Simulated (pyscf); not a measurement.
PySCF, gas phase, ωB97X-D3(BJ)/def2-SVP geometries. MP2 and CC: frozen core, UHF for open shells. ΔMP2 is the change of the MP2 total energy from the triple- to the quadruple-zeta basis.

For the elementary gas-phase step Cl–In [singlet] + ammonia (NH₃) → H₂N–InH–Cl (singlet surface; H–N broken, In–N, H–In formed), what barrier and reaction energy does CCSD(T)/def2-TZVPP + ΔMP2(QZVPP) give, measured from the separated reactants?

ΔE‡ = 267.4 kJ/mol, ΔE = +70.6 kJ/mol. Zero-point energy shifts the barrier by -12.4 kJ/mol. It is an insertion, with an imaginary mode of 1304i cm⁻¹. On the reactant side the descent ends in a bound adduct (not fully relaxed), 55.4 kJ/mol under the separated species and 333.7 kJ/mol under the saddle at ωB97X-D3(BJ)/def2-TZVP. At ωB97X-D3(BJ) the barrier from the zero used here is 278.3 kJ/mol. One saddle was located; it need not be the lowest between these sides. The CCSD(T) − MP2 part came from Ansatz, without density fitting, on the same reference. The frozen core leaves the outer d or s,p core shells of the metals and heavy elements correlated in the MP2 and CC values, and def2-TZVPP describes them poorly, which can shift differences by a few kcal/mol. Elements past Kr carry the def2 core potentials, without spin-orbit coupling.
